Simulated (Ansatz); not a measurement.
# Pb3F2: from a trial structure to a relaxed crystal

Level of theory: DFT PBE, scalar-relativistic, plane waves, PAW in Ansatz. Cutoff 420 eV, Γ-centred k mesh, Gaussian smearing, no spin polarisation in the final step.

This is the end of a relaxation of cell and atoms.

```
CELL_PARAMETERS angstrom
3.99094 0.00000 0.00000
-1.99547 3.45625 0.00000
0.00000 0.00000 9.13283
ATOMIC_POSITIONS crystal
Pb 0.00000 0.00000 0.00000
Pb 0.33333 0.66667 0.71288
Pb 0.66667 0.33333 0.28712
F 0.33333 0.66667 0.39522
F 0.66667 0.33333 0.60478
```

Energies over the elements count from the elements' standard structures at the same level (F₂ as a molecule), with no empirical corrections.

Problem. What space group does it have?

Solution. P-3m1 (No. 164). Conventional cell: a = 3.991 Å, c = 9.133 Å. Pb on Wyckoff site a (1 atom of the primitive cell) is coordinated by 6 Pb at 3.49 Å and 6 Pb at 3.99 Å (next F at 4.28 Å); around Pb on Wyckoff site d (2 atoms of the primitive cell) lie 3 F at 2.51 Å and 1 F at 2.90 Å; F has 3 Pb at 2.51 Å, 1 Pb at 2.90 Å and 3 F at 3.00 Å.

Problem. How far does it lie from the elements in energy?

Solution. -1.15 eV/atom.

Problem. Is it a metal?

Solution. Yes, bands cross the Fermi level on the 12×12×4 mesh.

The final run used a 12×12×4 mesh on its 5-atom cell and 0.10 eV smearing. For metals, differences of a few meV/atom aren't resolved. No dispersion correction is applied, so the spacing between layers, chains or molecules is poorly fixed, and with it the volume and density. Spin–orbit coupling is left out. The cell came from a trial start, so Pb3F2 may not exist in this structure.

Cost: 3 runs of about 5.6 core-minutes in all, on Arm Neoverse V1 (shared hosts).